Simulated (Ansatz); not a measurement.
# One shape, several levels: BH2 (boron dihydride)

Aim: a comparison of 6 runs (U-r2SCAN/3-21G, UB2PLYP/3-21G, UB3LYP/3-21G, UBHLYP/3-21G, UBLYP/3-21G, UCCSDT(Q)/3-21G) of BH2 (boron dihydride). 

Program for the calculation: Ansatz 0.2.0.

58 further runs of the same task are left out: 58 set aside as unsound or not needed.

## 1. Starting point

BH2: 3 atoms, total charge 0, spin state doublet. As SMILES, `[BH2]`. The H3–B1 distance was set to 2.319 Å, away from the relaxed value. At this shape a bond of the SMILES string is far longer than usual.

Bond lengths: B1–H2 1.159 Å.

## 2. A single-point energy at U-r2SCAN/3-21G (run 1)

The input, run.yaml:

```yaml
crystal:
  periodic: [false, false, false]
  atoms:
    - {symbol: B, position_ang: [1.068536, 0.486627, 0.646908]}
    - {symbol: H, position_ang: [1.085716, 1.638177, 0.779248]}
    - {symbol: H, position_ang: [-0.542860, -0.819090, -0.389630]}
basis:
  gaussian:
    orbitals: 3-21G.json
magnetization:
  spin_polarized: true
  initial_magnetization: 1
hamiltonian:
  xc: r2scan
accuracy: high
```

The basis set 3-21G is read from a file made from the Basis Set Exchange's data (not shown).

The run is started by

```console
ansatz run run.yaml --threads 1 --pin off --max-ram 2610MiB --events-out events.jsonl --progress --plain --runs-dir runs
```

The log of the run:

```text
Warning: RAYON_NUM_THREADS=1 ignored (pool sized by the plan → 1); use --threads N
Functional definition: r2SCAN
  name "r2SCAN"
  parameter k0 = 0.174
  parameter k1 = 0.065
  parameter a1 = 4.9479
  exchange = r2scan_x(k0 = k0, k1 = k1, a1 = a1)
  correlation = r2scan_c
248 factors; integrals over basis functions are off by at most 3.6e-9 eV
mean field evaluation 1: about -697.3000 eV, gradient 3.2e0 eV
mean field evaluation 2: about -697.4040 eV, gradient 3.1e0 eV
mean field evaluation 4: about -697.5852 eV, gradient 5.9e-1 eV
mean field evaluation 8: about -697.6219 eV, gradient 1.3e-1 eV
mean field evaluation 16: about -697.6224 eV, gradient 3.3e-4 eV
mean field -697.62240000 eV, -25.6371503345 hartree, gradient 9.0e-8 eV, S^2 0.964057; 1 other end points of the search recorded, 0 dependent functions left out
reference -697.62240090 eV, -25.6371503678 hartree; 4, 3 occupied and 9, 10 virtual orbitals, 248 factors
Total energy: -697.62240090 eV, -25.6371503678 hartree
```

Wall time 2 s (1 thread of Arm Neoverse V1, shared host); peak memory 0.13 GiB.

## 3. The energy at UB2PLYP/3-21G (run 2)

The input, input.yaml:

```yaml
crystal:
  periodic: [false, false, false]
  atoms:
    - symbol: B
      position_ang: [1.068536, 0.486627, 0.646908]
    - symbol: H
      position_ang: [1.085716, 1.638177, 0.779248]
    - symbol: H
      position_ang: [-0.542860, -0.819090, -0.389630]
basis:
  gaussian: {orbitals: 3-21G.json}
magnetization: {spin_polarized: true, initial_magnetization: 1}
hamiltonian: {xc: {name: B2PLYP}}
correlation: {frozen_orbitals: {B: 1, H: 0}}
accuracy: high
```

The basis set 3-21G is read from a file made from the Basis Set Exchange's data (not shown).

The run is started by

```console
ansatz run input.yaml --threads 1 --pin off --max-ram 2610MiB --events-out events.jsonl --progress --plain --runs-dir runs
```

The log of the run, cut to the lines that bear on the results:

```text
Warning: RAYON_NUM_THREADS=1 ignored (pool sized by the plan → 1); use --threads N
Functional definition: B2PLYP
  name "B2PLYP"
[...]
248 factors; integrals over basis functions are off by at most 3.6e-9 eV
[...]
mean field -696.56802178 eV, -25.5984026496 hartree, gradient 1.6e-8 eV, S^2 1.012007; 4 other end points of the search recorded, 0 dependent functions left out
1 core orbitals not correlated: weight in the atoms' cores, before any rotation towards them, 1.000 or more for the frozen orbitals, at most 0.000 for the correlated occupied ones
reference -696.56803816 eV, -25.5984032517 hartree; 3, 2 occupied and 9, 10 virtual orbitals, 248 factors
second order -1.20378454 eV of doubles, -0.00000000 eV of singles
Total energy: -696.89305999 eV, -25.6103475835 hartree
```

Run time: 1.4 s. Hardware: 1 thread of Arm Neoverse V1, shared host; peak memory 0.092 GiB.

Runs 3 to 5 aren't shown in full; the table further down has their settings and results.

## 4. A single-point energy at UCCSDT(Q)/3-21G (run 6)

The input, input.yaml:

```yaml
crystal:
  periodic: [false, false, false]
  atoms:
    - {symbol: B, position_ang: [1.068536, 0.486627, 0.646908]}
    - {symbol: H, position_ang: [1.085716, 1.638177, 0.779248]}
    - {symbol: H, position_ang: [-0.542860, -0.819090, -0.389630]}
basis:
  gaussian: {orbitals: 3-21G.json}
magnetization: {spin_polarized: true, initial_magnetization: 1}
correlation: {method: ccsdt_q, frozen_orbitals: {B: 1, H: 0}}
accuracy: high
scf: {omitted_lower_state_checks: [cluster_reference, increment]}
```

The basis set 3-21G is read from a file made from the Basis Set Exchange's data (not shown).

The run is started by

```console
ansatz run input.yaml --threads 1 --pin off --max-ram 2610MiB --events-out events.jsonl --progress --plain --runs-dir runs
```

The log of the run:

```text
Warning: RAYON_NUM_THREADS=1 ignored (pool sized by the plan → 1); use --threads N
[... 13 lines left out ...]
1 core orbitals not correlated: weight in the atoms' cores, before any rotation towards them, 1.000 or more for the frozen orbitals, at most 0.000 for the correlated occupied ones
[... 43 lines left out ...]
Total energy: -695.13830499 eV, -25.5458615265 hartree
Checks for a lower state left out: cluster_reference, increment
```

Wall time 1.1 s (1 thread of Arm Neoverse V1, shared host).

## 5. All runs side by side

```
run            level  frozen core orbitals  energy (Eh)   ⟨S²⟩  wall time
  1   U-r2SCAN/3-21G                     –   -25.637150  0.964        2 s
  2    UB2PLYP/3-21G                     1   -25.610348  1.012      1.4 s
  3     UB3LYP/3-21G                     –   -25.664736  0.887     0.75 s
  4     UBHLYP/3-21G                     –   -25.642725  0.973     0.68 s
  5      UBLYP/3-21G                     –   -25.643655  0.827     0.99 s
  6  UCCSDT(Q)/3-21G                     1   -25.545862  1.159      1.1 s
```

## 6. Summary of results

```
                                         quantity         value
                              run 6: total energy  -25.54586 Eh
run 6: correlation energy (1 core orbital frozen)     -59.1 mEh
         run 6: ⟨S²⟩ of the reference determinant         1.159
                             run 6: T1 diagnostic         0.089
```

Totals of different functionals can't be ranked against each other. Spin contamination of the reference: run 6 ⟨S²⟩ = 1.16, run 2 ⟨S²⟩ = 1.01, run 4 ⟨S²⟩ = 0.97, run 1 ⟨S²⟩ = 0.96, run 3 ⟨S²⟩ = 0.89. All runs together took 6.9 s, the longest 2 s.
